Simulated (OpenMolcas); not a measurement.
# BPH4 (SMILES BP): the vertical ionisation energy, rung by rung

BPH4: 6 atoms, total charge 0, spin state singlet. SMILES: `BP`. The coordinates come from a GFN2-xTB relaxation.

Quantity: the vertical ionisation energy (to the doublet cation), in eV. The values are calculated.

| level | kind | program | value (eV) | less FCI/STO-3G | CPU time (all runs) |
| --- | --- | --- | --- | --- | --- |
| HF/STO-3G | Hartree–Fock | OpenMolcas | 6.59 | -0.27 | 3 s |
| PBE/STO-3G | GGA | OpenMolcas | 8.12 | +1.26 | 12 s |
| r2SCAN/STO-3G | meta-GGA | OpenMolcas | 8.06 | +1.20 | 15 s |
| B3LYP/STO-3G | global hybrid | OpenMolcas | 8.12 | +1.26 | 13 s |
| M06-2X/STO-3G | hybrid meta-GGA | OpenMolcas | 7.96 | +1.10 | 17 s |
| PBE0/STO-3G | global hybrid | OpenMolcas | 8.01 | +1.15 | 12 s |
| CCSD(T)/STO-3G, open shells restricted | coupled cluster or CI | OpenMolcas | 6.86 | 0.00 | 4.4 s |
| FCI/STO-3G, open shells restricted | exact in the basis | OpenMolcas | 6.86 | 0.00 | 1.9 min |

FCI/STO-3G, open shells restricted is exact within its basis and frozen core, so for wave-function methods in that basis the difference is their error; functionals converge differently with the basis, so for them it is only a difference. The values span 6.59 to 8.12 eV. All rows use very small basis sets, so even the best lies far from the true value. Times are those of the runs behind each value, whatever else they computed, on shared processors of several kinds: orders of magnitude only.
